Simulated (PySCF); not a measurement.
Molecule: SMILES C=NC=O, C₂H₃NO.

Cartesian coordinates in Å; atom numbers follow the order of the lines, from 1:
```xyz
7

C     1.1912    0.1783    0.2561
N     0.1013   -0.4116    0.3762
C    -1.1971   -0.1993    0.1061
O    -2.0078    0.3286    0.8185
H     2.0910   -0.3181    0.5982
H     1.3016    1.1682   -0.1866
H    -1.4769   -0.7412   -0.8245
```

Frames of a GFN2-xTB Langevin trajectory at 600 K; GIAO PBE0/pcSseg-1 shieldings in PySCF 2.14.0 with density-fitted response routines, gas phase, non-relativistic; equivalent atoms averaged within each frame.

Shifts are taken against calculated references (same method and geometry level): TMS for 13C (186.93 ppm), 1H (31.72 ppm); 15N (267.73 ppm) vs NH3; 17O (336.08 ppm) against H2O. The references are static minima.

**Question.** How do the shifts (ppm) fluctuate along the trajectory?

**Answer.** 
| time (fs) | C3 | C1 | N2 | O4 | H7 | H6 | H5 |
| --- | --- | --- | --- | --- | --- | --- | --- |
| optimised geometry | 165.1 | 146.4 | 431.9 | 487.5 | 9.31 | 7.67 | 7.38 |
| 250 | 176.7 | 157.9 | 466.9 | 542.5 | 9.85 | 7.85 | 7.52 |
| 425 | 168.1 | 167.9 | 453.0 | 585.6 | 10.31 | 8.46 | 9.47 |
| 625 | 155.3 | 134.2 | 419.9 | 455.6 | 9.39 | 7.20 | 7.09 |
| 800 | 152.1 | 146.1 | 415.5 | 408.8 | 10.95 | 7.72 | 7.31 |
| 1000 | 172.9 | 152.7 | 453.0 | 519.3 | 9.44 | 6.98 | 6.31 |
| mean of frames | 165.0 | 151.7 | 441.7 | 502.4 | 9.99 | 7.64 | 7.54 |
| standard deviation | 10.8 | 12.6 | 22.6 | 70.3 | 0.65 | 0.58 | 1.17 |

5 frames give an uncertainty of the mean of about the standard deviation over 2.2 at best, since frames this close in time may not be independent; classical motion lacks zero-point vibration, and the reference would need the same averaging.
